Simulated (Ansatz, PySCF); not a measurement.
System: C$_{2}$H$_{6}$N, charge 0, multiplicity 2. SMILES: C[N]C
Coordinates optimised at B3LYP-D3(BJ)/def2-TZVP (Ansatz, an electronic-structure program):
```
N
C 1 1.4346
H 2 1.0897 1 110.60
H 2 1.1011 3 108.73 1 122.38
H 2 1.1011 3 108.73 4 115.23
C 1 1.4346 2 112.08 3 -180.00
H 6 1.0897 1 110.60 2 -180.00
H 6 1.1011 7 108.73 1 122.38
H 6 1.1011 7 108.73 8 115.23
```
Charge 0, spin multiplicity 2.

Quantity: atomisation energy, in kcal/mol. Conventions: 6-31G* and kin with 6d, 5d where marked; no spin-orbit coupling; non-relativistic; atomisation electronic, to ground-state atoms; no dispersion term unless named; UHF or UKS for open shells; frozen cores in correlated levels. Basis-set limits of correlation are two-point, X^-3; Hartree-Fock from the larger set. The bracket is a focal-point correction in the basis named. Ab initio and DFT rows: single points at B3LYP-D3(BJ) geometries (Ansatz).

Coupled cluster (Ansatz) is a level with limits of its own, used here on species with T1 under 0.025 (0.045 for open shells) and stable references: RI-MP2/CBS(cc-pVTZ,cc-pVQZ)+[CCSD(T)-MP2]/cc-pVTZ.

Value to compare with, RI-MP2/CBS(cc-pVTZ,cc-pVQZ)+[CCSD(T)-MP2]/cc-pVTZ (Ansatz): 767.3 kcal/mol.

```csv
level,program,atomisation energy (kcal/mol),difference
HF/STO-3G,Ansatz,683.9,-83.4
HF/3-21G,Ansatz,523.0,-244.3
PBE/STO-3G,Ansatz,925.2,157.9
PBE/3-21G,Ansatz,774.3,7.0
BLYP/6-31G*,Ansatz,770.4,3.1
BP86/6-31G* (5d),PySCF,799.1,31.8
B3LYP/3-21G,Ansatz,753.5,-13.8
B3LYP/6-31G**,Ansatz,777.3,10.0
B3LYP/def2-SVP,Ansatz,774.0,6.7
PBE0/6-31G*,Ansatz,774.0,6.7
MP2/STO-3G,Ansatz,754.1,-13.2
MP2/3-21G,Ansatz,641.9,-125.4
B3PW91/6-31G* (5d),PySCF,772.5,5.2
r2SCAN-D4/def2-TZVPD,Ansatz + dftd4,771.8,4.5
PBE0/def2-TZVPD,Ansatz,773.1,5.8
```

Among the 13 habitual levels, HF/3-21G lies farthest from RI-MP2/CBS(cc-pVTZ,cc-pVQZ)+[CCSD(T)-MP2]/cc-pVTZ (Ansatz) (-244.3 kcal/mol) and BLYP/6-31G* nearest (3.1); 8 of 13 lie above it, and their mean absolute difference is 54.5 kcal/mol, the median 13.2. One case shows no general order.

The levels are drawn from those run, B3LYP/6-31G* more often than the rest, none by its result; runs whose electronic state is in doubt are left out.
